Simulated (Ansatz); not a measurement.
Solid CO2 (dry ice) was calculated with LDA (PAW; Ansatz, a first-principles code).

Settings: plane-wave cutoff 520 eV, 4×4×4 k mesh, scalar-relativistic PAW data made under PBE.

Computed at the level's own relaxed cell.

```xyz
12
Lattice="5.2842 0.0000 0.0000 0.0000 5.2842 0.0000 0.0000 0.0000 5.2842" Properties=species:S:1:pos:R:3 pbc="T T T"
C      0.0000     2.6421     2.6421
C      2.6421     0.0000     2.6421
C      0.0000     0.0000     0.0000
C      2.6421     2.6421     0.0000
O      4.6144     3.3119     1.9723
O      1.9723     4.6144     3.3119
O      4.6144     4.6144     4.6144
O      0.6698     0.6698     0.6698
O      3.3119     1.9723     4.6144
O      3.3119     0.6698     1.9723
O      1.9723     3.3119     0.6698
O      0.6698     1.9723     3.3119
```

### Question
Give the elastic tensor (Voigt notation, GPa, ions relaxed, in the Cartesian axes of the cell as printed).

### Answer

```
   22.7    13.0    13.0     0.0     0.0     0.0
   13.0    22.7    13.0     0.0     0.0     0.0
   13.0    13.0    22.7     0.0     0.0     0.0
    0.0     0.0     0.0     7.2     0.0     0.0
    0.0     0.0     0.0     0.0     7.2     0.0
    0.0     0.0     0.0     0.0     0.0     7.2
```

Static lattice: no zero-point or thermal effects.
